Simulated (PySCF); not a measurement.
# A barrier at the coupled-cluster level

Start structure (CH₈BN, closed shell), relaxed at PBE0-D4/def2-TZVP:

```
atom    x (Å)    y (Å)    z (Å)
  B1   0.0064   0.4765  -1.5164
  N2   1.3786   0.6665  -1.5247
  H3  -0.4339  -0.5886  -1.8392
  H4  -0.7033   1.3826  -1.1886
  H5   0.1483  -0.4162   1.4069
  C6  -0.8208  -0.6840   1.8275
  H7   1.8162   1.5358  -1.2704
  H8   2.0326  -0.0494  -1.7924
  H9  -1.5917  -0.5533   1.0685
 H10  -1.0376  -0.0412   2.6805
 H11  -0.8016  -1.7244   2.1515
```

The step: BNH₄ ([BH2][NH2]) + CH₄ → CH₅B ([BH2][CH3]) + NH₃ (still joined by a long B–N bond); bonds formed: B1–C6, N2–H5; bonds broken: H5–C6; bonds weakened to dative contacts: B1–N2. Program: PySCF 2.14 with density fitting (its default auxiliary sets; JK sets also for MP2 and CCSD(T)). Basis: def2-TZVPP and def2-QZVPP. Cores are frozen in the correlated methods. Extrapolation: Hartree–Fock as exp(−7.88 √X), correlation as X^−2.97. Energies below are by CCSD(T) at an estimated basis limit (MP2 extrapolated from triple and quadruple zeta, plus CCSD(T) − MP2 in triple zeta).

What are the electronic barrier and the energy of the step, from the start structure to the end structure? (An estimate is asked for; the value comes from the calculation.)

The calculation gives: Barrier 2.316 eV; step energy 0.417 eV (uphill); reverse barrier, their difference, 1.898 eV. Barrier and step energy count from the start structure, the reverse barrier from the end structure.

The saddle point: One imaginary mode of 1412i cm⁻¹.
| pair | start (Å) | saddle (Å) | end (Å) |
| --- | --- | --- | --- |
| B1–C6 | 3.63 | 1.83 | 1.61 |
| N2–H5 | 3.36 | 1.35 | 1.02 |
| B1–N2 | 1.39 | 1.57 | 1.65 |
| H5–C6 | 1.09 | 1.36 | 2.82 |

Zero-point energy (harmonic, PBE0-D4): ZPE is 2.546 eV at the start and 2.512 eV at the saddle, so the barrier goes from 2.316 to 2.281 eV.

No T1 diagnostic of these runs exceeds 0.012.

Labels in which every atom is bracketed show which atoms are joined, not bond orders.

For scale, one of the runs: CCSD(T)/def2-TZVPP, 205 basis functions, launched by `OMP_NUM_THREADS=4 python run.py`. The run took 3 min on 4 CPU threads of an INTEL XEON PLATINUM 8581C (shared host), with 2.5 GiB of host memory at its peak.
